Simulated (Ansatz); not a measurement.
Two isomers of C3H7NS: A = `N/C=C/CS`, B = `CNCC=S`.

Computed with Ansatz on PBE0-D4/def2-TZVP structures; ΔE is electronic, products minus reactants. CCSD(T)/CBS adds triple-zeta CCSD(T) − MP2 to the extrapolated MP2 energy (def2 sets, frozen cores). DFT in def2-TZVPP. B3LYP here is the variant with VWN-RPA as its local correlation; programs differ in this. One conformer a species, not always the lowest.

Question: Which isomer does CCSD(T)/CBS put lower? Give the gap. (An estimate is asked.)

Answer: Ansatz gave: A, by 44.9 kJ/mol.

Question: Give E(B) − E(A) in kJ/mol with CCSD(T)/def2-TZVPP, B2PLYP, PBE0-D4, B3LYP, HF/def2-TZVPP, PBE-D4, ωB97M-V. (An estimate is asked.)

Answer: Computed: CCSD(T)/def2-TZVPP 40.6, B2PLYP 47.2, PBE0-D4 54.6, B3LYP 52.2, HF/def2-TZVPP 48.2, PBE-D4 54.4, ωB97M-V 48.9. None reverses the order clearly.

Largest T1 diagnostic: 0.014.

In def2-TZVPP, CCSD(T) changes the Hartree–Fock value by −7.5 kJ/mol (the triples alone add −2.1 kJ/mol) and MP2 by −4.2 kJ/mol.
